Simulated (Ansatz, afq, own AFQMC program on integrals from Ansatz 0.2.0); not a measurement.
## Zn, triplet: AFQMC among the cluster methods

A free Zn atom.

Basis def2-TZVP. Only valence electrons are correlated. AFQMC by an in-house program on the Cholesky factors that Ansatz 0.2.0 writes for its CCSD(T) run. The CISD trial takes its coefficients from CCSD amplitudes. Released means that phaseless walkers are propagated on without the constraint, phases kept. Uncertainties: one standard error, sampling alone. The metal's outer-core s and p shells are frozen, which shifts wave-function levels against functionals.

Determinant: UHF, the one that the program's search chose, which needn't be the lowest solution.

No full CI on the walks' own integrals is used here; CCSDT(Q) serves as the reference and is uncertain by about the last step of the cluster series.

Cautions: no relativity below Rb; outer-core shells of the metal frozen; another spin lies lower (by 3.69 eV).

```
T1 diagnostic                               : 0.0125
weight of the determinant in the CISD state : 0.951
⟨S²⟩ of the determinant                     : 2.002
size of the correlated space                : 12 electrons in 39 orbitals
```

Reference: CCSDT(Q), correlation energy -9.349 eV. The released energy is read at 2.40 1/Eh (meV from the phaseless value at times in 1/Eh: -8 ± 3 at 0.24, -6 ± 3 at 0.51, -6 ± 3 at 0.99, -2 ± 5 at 1.62, -1 ± 5 at 2.40).

```json
{"level": "HF", "E − E(reference) (kJ/mol)": "902.1", "share of correlation (%)": "0.00"}
{"level": "MP2", "E − E(reference) (kJ/mol)": "-71.6", "share of correlation (%)": "107.94"}
{"level": "CCSD", "E − E(reference) (kJ/mol)": "15.9", "share of correlation (%)": "98.24"}
{"level": "CCSD(T)", "E − E(reference) (kJ/mol)": "-0.8", "share of correlation (%)": "100.09"}
{"level": "CCSDT", "E − E(reference) (kJ/mol)": "0.0", "share of correlation (%)": "100.00"}
{"level": "ph-AFQMC/CISD", "E − E(reference) (kJ/mol)": "0.8 ± 0.3", "share of correlation (%)": "99.91"}
{"level": "released AFQMC", "E − E(reference) (kJ/mol)": "0.7 ± 0.4", "share of correlation (%)": "99.93"}
```

A walk keeps the symmetry of its determinant, which the program's search chose and which needn't be the lowest solution, so a lower state of the same spin and another symmetry isn't excluded. Released energies are given only where the last usable release times agree within the noise; a slower fall can still hide under it.
